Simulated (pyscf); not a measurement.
9 silicon, germanium or tin steps of one kind (four-centre exchange, closed-shell): reaction energy in kJ/mol, from the separated reactants or the lowest minimum found. PySCF, gas phase, ωB97X-D3(BJ)/def2-SVP geometries. Functionals in def2-TZVP; the last column is ωB97M-D3(BJ)/def2-TZVP. Rows were drawn at random from the steps of this kind and element class whose saddle was verified and whose references are stable.

```tsv
step	PBE	PBE0-D3(BJ)	B3LYP-D3(BJ)	ωB97M-D3(BJ)
HF + HO–Si(F)(F)–F -> F–Si(F)(F)–F + H₂O	-32.6	-28.7	-31.3	-30.9
HO–GeH₃ + H₂ → GeH₄ + H₂O	-1.5	-3.9	+2.7	-1.5
HO–SiH: [singlet] + HCl → HO–Si:–Cl [singlet] + H₂	-147.7	-145.7	-147.4	-145.0
H₃Si–O–SiH₂–O–SiH₃ + HF → F–SiH₂–O–SiH₃ + HO–SiH₃	-36.0	-23.9	-24.7	-27.2
HO–Si(F)(F)–Cl + HF → HO–Si(F)(F)–F + HCl	-51.7	-49.1	-57.4	-55.8
HO–SiH₃ + HF -> HO–SiH₂–F + H₂	-135.1	-132.1	-141.8	-139.8
H₂N–SiH₂–NH₂ + HF → H₂N–SiH(NH₂)–F + H₂	-145.5	-143.6	-152.8	-151.2
HS–GeH₃ + H₂S → HS–GeH₂–SH + H₂	-33.1	-35.3	-34.5	-28.2
SnH₄ + H₂S → HS–SnH₃ + H₂	-38.3	-39.2	-39.8	-32.4
```

Differences from the last column (kJ/mol): PBE: mean -1.0, median -1.7, mean size 4.3, lower in 5 of 9; PBE0-D3(BJ): mean +1.2, median +2.2, mean size 4.9, lower in 4 of 9; B3LYP-D3(BJ): mean -1.7, median -1.7, mean size 3.2, lower in 7 of 9. PBE is closest for row 2 (0.0 kJ/mol apart) and farthest for row 4 (8.8 kJ/mol). PBE, r²SCAN and M06-2X carry no added dispersion term. The last column is a level with limits of its own. Elements up to Kr have no core potential and no relativistic terms here. Elements past Kr carry the def2 core potentials, without spin-orbit coupling.
